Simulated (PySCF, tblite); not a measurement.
## methane and chloride

A gas-phase complex of methane and chloride; charge -1, singlet. The structure comes from a short search (6 tight-binding starts) and was relaxed by PBE0-D3(BJ)/def2-TZVPD; another way of binding may lie lower. Frequencies by PBE0-D3(BJ)/def2-TZVPD show no clear imaginary mode.

Parts: 1 = methane (C), atoms 1–5; 2 = chloride ([Cl-]), atoms 6, charge -1.

Coordinates in Å:
```
C1     -0.095    0.028    0.059
H2      0.933   -0.297   -0.135
H3     -0.230    1.054   -0.290
H4     -0.299   -0.016    1.130
H5     -0.794   -0.625   -0.468
Cl6     3.444   -1.100   -0.582
```

Contacts between parts, classed by geometry: H2···Cl6 2.674 Å (C–H hydrogen bond, 179°).

Interaction energies are complex less parts, with the parts frozen as they stand in it; counterpoise-corrected, in kcal/mol (PySCF). The CCSD(T) estimate is Hartree-Fock/aug-cc-pVQZ, plus the MP2 correlation part extrapolated as X⁻³ from aug-cc-pVTZ and aug-cc-pVQZ, plus CCSD(T) less MP2 in aug-cc-pVDZ; noble-gas cores are frozen. It isn't the exact limit.

```csv
level,interaction,superposition error removed
Hartree-Fock/aug-cc-pVQZ,-1.22,-
wB97M-D3(BJ)/def2-TZVPD,-2.88,-0.06
PBE0-D3(BJ)/def2-TZVPD,-3.28,-0.06
MP2/aug-cc-pVQZ,-3.04,-0.17
```

What does CCSD(T) at its estimated basis limit give, and which of these levels comes nearest?

-3.07 kcal/mol. MP2/aug-cc-pVQZ is nearest, off by +0.04; the errors are Hartree-Fock/aug-cc-pVQZ +1.86, wB97M-D3(BJ)/def2-TZVPD +0.20, PBE0-D3(BJ)/def2-TZVPD -0.20, MP2/aug-cc-pVQZ +0.04.

What holds them together? Decompose the wB97M-D3(BJ)/def2-TZVPD energy: frozen parts, their antisymmetrised product, then relaxation.

electrostatic -3.0, Pauli repulsion +3.9, orbital relaxation -3.3, dispersion correction -0.5 kcal/mol, which sum to the value before the counterpoise correction; the Pauli term holds the exchange-correlation of the frozen density too. Of the attraction, 48 % is orbital relaxation, 44 % is electrostatic, 8 % is dispersion correction.

The parts were also relaxed and run alone, at the levels used for the complex: shieldings by PBE0/aug-pcSseg-2; core levels by delta-SCF with SCAN, aug-pcX-2 on the ionised atom and aug-pcseg-1 elsewhere, spin-free X2C (2p3/2 is the spin-free 2p value less a third of a first-order spin-orbit splitting).

Values alone: C1–H2 bond (Å): 1.090; shielding of H2 (ppm): 31.31; shielding of Cl6 (ppm): 1149.3; shielding of C1 (ppm): 191.6; C1 1s core level (eV): 290.78; Cl6 2p3/2 core level (eV): 196.90.

How do these values change when the complex forms?


```csv
property,alone,in the complex,change
C1–H2 bond (Å),1.090,1.095,+0.006
shielding of H2 (ppm),31.31,27.62,-3.69
shielding of Cl6 (ppm),1149.3,1106.3,-42.9
shielding of C1 (ppm),191.6,189.4,-2.3
C1 1s core level (eV),290.78,286.62,-4.16
Cl6 2p3/2 core level (eV),196.90,197.06,+0.16
```

What are the binding energy from relaxed parts (wB97M-D3(BJ)/def2-TZVPD), and ΔH and ΔG of association at 298.15 K and 1 atm?

-2.83 kcal/mol, -2.46 with zero-point energy; ΔH -2.7 and ΔG +1.6 kcal/mol, from harmonic vibrations by PBE0-D3(BJ)/def2-TZVPD with low modes damped.

The 6 runs behind this took 3.3 min in all, one thread each of Arm Neoverse V1 on a shared host, launched as `OMP_NUM_THREADS=1 python cluster_run.py task.json out`.
